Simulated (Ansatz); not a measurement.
# C₃H₆S: basis-set convergence

An exercise on one series of results from a longer session: the logs are not shown, and one member is left open.

Method: one geometry, several basis sets; program: Ansatz 0.2.0, Gaussian basis.

Plan: PBE0-D4/def2-SVP; ωB97M-V/def2-SVP; PBE0-D4/def2-QZVPP; ωB97M-V/def2-QZVPP; the functionals' def2-TZVPP values are taken from earlier runs.

**The relaxed structure**

The geometry comes from an earlier relaxation with PBE0-D4 in a triple-zeta def2 set; it is a stationary point, not always the lowest conformer.

SMILES `C=CCS`, 10 atoms, charge 0, spin multiplicity 1.

Atoms are counted from 1 here; the program's logs count them from 0.

Bond lengths: C1–C2 1.325 Å, C1–H5 1.086 Å, C1–H6 1.083 Å, C2–C3 1.487 Å, C2–H7 1.088 Å, C3–S4 1.822 Å, C3–H8 1.092 Å, C3–H9 1.092 Å, S4–H10 1.342 Å. Angles: C2–C1–H5 121.4°, C2–C1–H6 121.6°, H5–C1–H6 117.0°, C1–C2–C3 124.4°, C1–C2–H7 119.6°, C3–C2–H7 116.0°, C2–C3–S4 113.4°, C2–C3–H8 110.8°, C2–C3–H9 111.6°, S4–C3–H8 104.9°, S4–C3–H9 108.3°, H8–C3–H9 107.6°, C3–S4–H10 96.7°.

The first run:

Contents of in.yaml:

```yaml
crystal:
  periodic: [false, false, false]
  atoms:
    - {symbol: C, position_ang: [-1.333296, 0.855071, -0.523973]}
    - {symbol: C, position_ang: [-0.218382, 0.566737, 0.131390]}
    - {symbol: C, position_ang: [0.738535, -0.499813, -0.267328]}
    - {symbol: S, position_ang: [0.871128, -1.845225, 0.954420]}
    - {symbol: H, position_ang: [-1.621970, 0.309555, -1.417112]}
    - {symbol: H, position_ang: [-1.999187, 1.642212, -0.191060]}
    - {symbol: H, position_ang: [0.039005, 1.127974, 1.027166]}
    - {symbol: H, position_ang: [0.411982, -0.988502, -1.187545]}
    - {symbol: H, position_ang: [1.738511, -0.097849, -0.444317]}
    - {symbol: H, position_ang: [1.456775, -1.121260, 1.921459]}
basis:
  gaussian: {orbitals: def2-SVP}
hamiltonian: {xc: pbe0, dispersion: d4}
output: {orbitals: {seedname: orbitals}}
```

Among the steps run: PBE0-D4 in def2-SVP; ωB97M-V in def2-SVP; PBE0-D4 in def2-QZVPP; ωB97M-V in def2-QZVPP.

One table of the session follows, with a row left open; its other results are not shown here.

It belongs to the step «Density functionals: the series». 

```
functional       basis  HOMO (eV)  LUMO (eV)
   PBE0-D4    def2-SVP      -6.66       0.16
   PBE0-D4  def2-TZVPP      -6.83      -0.14
   PBE0-D4  def2-QZVPP      -6.87      -0.23
   ωB97M-V    def2-SVP      -8.89       2.40
   ωB97M-V  def2-TZVPP          ?          ?
   ωB97M-V  def2-QZVPP      -9.12       1.68
```

Q: Estimate the row for ωB97M-V, def2-TZVPP from the others.

The run gave: HOMO (eV): -9.07; LUMO (eV): 1.96. In the column «HOMO (eV)» it lies between ωB97M-V, def2-QZVPP (-9.12) and ωB97M-V, def2-SVP (-8.89).
